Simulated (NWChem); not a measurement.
Species: water (H2O); SMILES O

```xyz
3

O      0.0000     0.0000     0.1197
H      0.7542     0.0000    -0.4786
H     -0.7542     0.0000    -0.4786
```
Atoms are numbered in this order, from 1.

Program: NWChem. Pople sets run with spherical d functions. Structure relaxed at the PBE0/def2-SVP level. Total energies compare along this basis series because the functional is fixed.

```
level              basis functions  energy (Ha)  highest occupied level (eV)  orbital gap (eV)  dipole (D)
-----------------  ---------------  -----------  ---------------------------  ----------------  ----------
B3LYP/STO-3G                     7     -75.3143                        -3.94             13.54        1.68
B3LYP/3-21G                     13     -75.9720                        -7.04              9.73        2.27
B3LYP/6-31G*                    18     -76.4069                        -7.92              9.73        2.10
B3LYP/6-31+G*                   22     -76.4210                        -8.71              9.45        2.29
B3LYP/def2-SVP                  24     -76.3583                        -7.94              9.19        2.00
B3LYP/def2-SVPD                 39     -76.3803                        -8.87              8.78        1.91
B3LYP/def2-TZVP                 43     -76.4629                   (withheld)        (withheld)        2.10
B3LYP/6-311++G**                36     -76.4584                        -8.80              8.15        2.19
B3LYP/aug-cc-pVTZ               92     -76.4661                        -8.83              8.14        1.88
```

Q: What belongs in the gaps?

A: 
- B3LYP/def2-TZVP, highest occupied level (eV): -8.62
- B3LYP/def2-TZVP, orbital gap (eV): 8.99
